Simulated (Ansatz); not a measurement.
Fluorite CdF2 was calculated with r²SCANh (PAW; Ansatz, an electronic-structure program).

Settings: plane-wave cutoff 520 eV, 8×8×8 k mesh, Fermi–Dirac smearing 0.01 eV, scalar-relativistic PAW data made under PBE.

Computed at the level's own relaxed cell.

Task: Give the computed pressure derivative B′ of the bulk modulus, bulk modulus B0 and equilibrium lattice constant a.

Result: 
- pressure derivative B′ of the bulk modulus = 4.9
- bulk modulus B0 = 115 GPa
- equilibrium lattice constant a = 5.376 Å

Measured, for comparison: lattice constant a 5.388 Å (temperature not stated, copied from a table, unchecked, not corrected to a static lattice; as tabulated in Crystal Structures 1, 239 (1963)). Computed (rounded) less measured: lattice constant a not scored (unchecked).

Static lattice: no zero-point or thermal effects.
